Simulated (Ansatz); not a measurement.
# SiH+ (triplet): wave-function methods side by side at distance Si1–H2 = 1.418 Å, cc-pVQZ

One table from this session's results is given with a row withheld; the runs are named, their logs left out.

Computed with Ansatz 0.2.0, Gaussian basis. Level: cc-pVQZ, core rule «outside noble gas», up to 5 orbitals frozen.

To be run: UHF; CCSD(T) on ROHF; CCSD(T) on UHF; BCCD(T) on ROHF; CCSDT(Q) on ROHF; CCSDT(Q) on UHF; Full CI.

17 further runs of the same task are left out: 2 for a known fault of the program, 12 that didn't finish, 3 set aside as unsound or not needed.

### The geometry

The geometry derives from a PBE0/def2-TZVP stationary point (not a proven minimum). One bond is set to the value named and the two fragments are kept rigid.

2 atoms, charge 1, spin multiplicity 3.

Atoms are counted from 1 here; the program's logs count them from 0.

Bond lengths: Si1–H2 1.418 Å.

The first run:

File in.yaml:

```yaml
crystal:
  periodic: [false, false, false]
  atoms:
    - {symbol: Si, position_ang: [0.000000, 0.000000, 0.000000]}
    - {symbol: H, position_ang: [0.000000, 0.000000, 1.418000]}
basis:
  gaussian: {orbitals: cc-pVQZ}
total_charge: 1
magnetization: {spin_polarized: true, initial_magnetization: 2}
hamiltonian: {xc: hf}
output: {orbitals: {seedname: orbitals}}
```

Command:

```bash
$ ansatz run in.yaml --threads 1 --pin off --events-out ev --progress --plain --max-ram 2393MiB
```

Among the steps run: UHF; CCSD(T) on ROHF; CCSD(T) on UHF; BCCD(T) on ROHF; CCSDT(Q) on ROHF; CCSDT(Q) on UHF; Full CI.

One of the session's tables, all rows but one given; the rest of the session is left out.

| method | from FCI (meV) |
| --- | --- |
| ROHF | +1968.5 |
| UHF | +1889.7 |
| RMP2 | +503.7 |
| UMP2 | ? |
| RCCSD | +70.5 |
| UCCSD | +65.1 |
| RCCSD(T) | +16.8 |
| UCCSD(T) | +14.5 |
| BCCD(T) | +16.2 |
| RCCSDT | +0.9 |
| UCCSDT | -1.1 |
| RCCSDT(Q) | +0.2 |
| UCCSDT(Q) | -1.8 |
| FCI | 0 |

Q: Estimate the row for UMP2 from the others.

**Answer.** from FCI (meV): +482.4. In the column «from FCI (meV)» it lies between RCCSD (+70.5) and RMP2 (+503.7).

To keep in mind: Levels on UHF freeze UHF's core orbitals, full CI those of ROHF, so the U rows can settle a little off it for that reason alone. Restricted and unrestricted rows rest on different reference determinants; where their highest levels disagree by more than a few hundredths of an eV, they describe different states and don't form one ladder.
